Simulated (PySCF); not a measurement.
## Structure from NMR data

The spectra below were simulated for a compound C4H2N2.

¹H NMR (500 MHz, computed): δ 6.82 (s, 2H).

¹³C{¹H} NMR (computed): δ 158.9, 117.8 (2C), 106.5.

Calculated, not measured (PySCF 2.14.0 with density-fitted response routines): geometry: PBE0-D3(BJ)/def2-SVP, spin–spin couplings from B3LYP/pcJ-1, σ from GIAO-B97-2/pcSseg-2. No solvent, one averaged value for each set of equivalent atoms, one conformer, non-relativistic Hamiltonian.

Scale: ¹H, ¹³C vs TMS (reference shieldings calculated alike).

**Question.** Propose a structure and justify it.

**Answer.** 
- The formula gives 5 degrees of unsaturation (no ring in the answer).
- 3 carbon signals for 4 carbons: some carbons are equivalent by symmetry or fast rotation.
- Carbon types of the structure: 3 × C, 1 × CH2, which accounts for all hydrogens.
- δC 158.9: terminal =CH2 carbon; an sp2 carbon of a C=C bond.
- δC 117.8: nitrile carbon; this is the usual window of a C≡N carbon, which has no attached hydrogen.
- δC 106.5: fully substituted alkene carbon; an sp2 carbon of a C=C bond.
- δH 6.82: hydrogen on a terminal =CH2 carbon; olefinic region.

These data were computed for SMILES N#CC(=C)C#N.

The data come from this structure; uniqueness wasn't tested.

Shifts are as computed. Against solution values, carbons near 30 ppm lie about +4 ppm off and those near 130 ppm about +7 ppm. Of 1211 compounds with measured shifts, 218 miss one by over three times the rms of a fit or turn the order of signals round; such compounds aren't used in these exercises.
